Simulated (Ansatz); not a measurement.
A made-up structure of C₂H₃Si, doublet:

```
6
angstrom
C -1.6734 -0.9601 -0.8293
Si -0.4365 0.3569 -0.3144
C 1.2440 0.5570 0.6417
H -2.7119 -1.1898 -1.4030
H 1.8059 -0.4031 1.1274
H 1.7719 1.6390 0.7775
```

It is relaxed with PBE-D4/def2-SVP and then PBE0-D4/def2-TZVP (Ansatz 0.2.0). Atoms count as bonded within 1.22 times the sum of their covalent radii (H–H: 0.88 Å). The end point is not checked to be a true minimum.

**Question.** Does its bonding change? (Judge from chemistry; the calculation decides.)

**Answer.** Computed: No: no bond forms or breaks.

Where it ends: The first stage lowers the energy by 1.32 eV in 6 steps. It ends as C₂H₃Si ([CH][Si][CH2]):
C1  (-1.494, -0.857, -0.740)
Si2  (-0.390, 0.320, -0.281)
C3  (1.111, 0.497, 0.573)
H4  (-2.421, -1.063, -1.252)
H5  (1.612, -0.360, 1.006)
H6  (1.583, 1.463, 0.695)
(Å)

Labels in which every atom is bracketed show which atoms are joined, not bond orders.

For scale, one of the runs: PBE0-D4/def2-TZVP relaxation, 117 basis functions, launched by `ansatz run in.yaml --threads 2 --pin off --events-out ev --progress --plain --max-ram 4352MiB`. Hardware: 2 CPU threads of an Arm Neoverse V2, shared host. Wall time about 19 s.
